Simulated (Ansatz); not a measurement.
A calculation on 1T (CdI2-type) TiTe2 returned lattice constant a 3.667 Å, lattice parameter c 6.335 Å, equilibrium volume per atom 24.59 Å³/atom, bulk modulus 43.0 GPa, cohesive energy 5.07 eV/atom, formation enthalpy -0.732 eV/atom.

For reference: equilibrium volume per atom 26.76 Å³/atom (measured, temperature not stated, no zero-point or thermal correction, from a published cell, pressure not stated; as tabulated in Journal of Solid State Chemistry 39, 230 (1981)).

Question: Which level of theory produced these numbers?
A. PBE-D3(BJ) (Ansatz, a first-principles code)
B. r²SCAN (Ansatz)
C. LDA (Ansatz)
D. RPBE (Ansatz)

Answer: C, LDA (Ansatz)

The others give: PBE-D3(BJ) 3.698 Å, 6.382 Å, 25.19 Å³/atom, 40.6 GPa, 4.57 eV/atom, -0.703 eV/atom; r²SCAN 3.802 Å, 6.902 Å, 28.80 Å³/atom, 15.0 GPa, 3.90 eV/atom, -0.833 eV/atom; RPBE 3.822 Å, 9.151 Å, 38.58 Å³/atom, 1.19 GPa, 3.66 eV/atom, -0.707 eV/atom.

Unless a cell is named, each level is at its own relaxed cell (LDA 24.59, PBE-D3(BJ) 25.19, r²SCAN 28.78, RPBE 38.25 Å³/atom).

Caveats: LDA has no dispersion term either, though it tends to give short spacings of layers, chains or molecules (LDA); an element that serves as reference has a cell well above its measured volume (RPBE); for a layered or molecular solid the relaxed cell lies over 5 % above the published volume, where the minimum can be shallow (r²SCAN, RPBE); the cell comes from a level without a dispersion term, which matters for the spacing of layers, chains or molecules (r²SCAN, RPBE). Ansatz's density-functional and Hartree–Fock values are scalar-relativistic unless marked +SOC, with PAW data made under PBE.
